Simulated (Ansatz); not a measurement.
Cost against result

Saddle point of CH₇OSi, doublet (SiH₄O ([OH][SiH3]) + CH₃ → SiH₃O ([OH][SiH2]) + CH₄; bonds formed: H1–C4; bonds broken: H1–Si2), PBE0-D4/def2-TZVP structure:

| atom | x (Å) | y (Å) | z (Å) |
| --- | --- | --- | --- |
| H1 | -0.1377 | -0.4196 | 0.2360 |
| Si2 | 0.9245 | 0.1396 | -0.8321 |
| O3 | 0.5551 | 1.7447 | -0.9540 |
| C4 | -1.2703 | -0.7517 | 1.3017 |
| H5 | 0.7850 | -0.5501 | -2.1492 |
| H6 | 2.3265 | -0.0606 | -0.3586 |
| H7 | 1.0653 | 2.2813 | -1.5617 |
| H8 | -0.7063 | -1.3285 | 2.0256 |
| H9 | -1.9759 | -1.3015 | 0.6898 |
| H10 | -1.5663 | 0.2463 | 1.6024 |

Barriers are electronic and count from the start structure reached by relaxing down the imaginary mode. Spin–orbit coupling is left out.

Ansatz 0.2.0; basis: as named in each row; cores frozen in the correlated methods; orbitals are unrestricted. B3LYP uses VWN-RPA correlation. Extrapolation: Hartree–Fock as exp(−7.88 √X), correlation as X^−2.97.

Times are rough, for one single point on 4 threads of a shared host (Oxide Virtual Turin-like).

The estimate by CCSD(T) at an estimated basis limit (MP2 extrapolated from triple and quadruple zeta, plus CCSD(T) − MP2 in triple zeta) is 0.474 eV.

```csv
method,basis,time (s),barrier (eV),method less estimate
HF,STO-3G,under 1,0.846,0.372
SPW92,def2-SVP,under 1,-0.143,-0.617
PBE-D4,STO-3G,under 1,-0.078,-0.552
B3LYP-D4,6-31G,under 1,0.207,-0.267
PBE-D4,def2-SVP,under 1,0.131,-0.343
PBE0-D4,def2-SVP,under 1,0.287,-0.187
SPW92,def2-TZVPP,1,-0.140,-0.614
PBE-D4,def2-TZVPP,2,0.129,-0.345
BHLYP-D4,def2-TZVPP,2,0.501,0.027
BLYP-D4,def2-TZVPP,2,0.219,-0.254
CAM-B3LYP-D4,def2-TZVPP,2,0.401,-0.073
PBE0-D4,def2-TZVPP,2,0.284,-0.190
B3LYP-D4,def2-TZVPP,2,0.329,-0.145
r2SCAN-D4,def2-TZVPP,2,0.309,-0.165
r2SCAN0-D4,def2-TZVPP,2,0.394,-0.080
RPA on PBE,def2-TZVPP,2,0.535,0.061
wB97M-V,def2-SVP,3,0.430,-0.044
PBE-QIDH,def2-TZVPP,3,0.441,-0.032
B2PLYP,def2-TZVPP,3,0.439,-0.035
CCSD(T),def2-SVP,3,0.590,0.116
B97M-V,def2-TZVPP,4,0.299,-0.175
wB97M-V,def2-TZVPP,4,0.443,-0.031
wB97X-V,def2-TZVPP,4,0.404,-0.069
MP2,def2-QZVPP,7,0.525,0.051
CCSD(T),def2-TZVPP,53,0.501,0.028
```

All methods are single points on the PBE0-D4 structures; a negative value means that the method puts the saddle structure below the start.

T1 diagnostic: at most 0.014. ⟨S²⟩ of the unrestricted Hartree–Fock references: 0.75 to 0.78 (a pure state has 0.75).

Radical steps of this kind take place in plasma deposition and etching.

Labels in which every atom is bracketed show which atoms are joined, not bond orders.
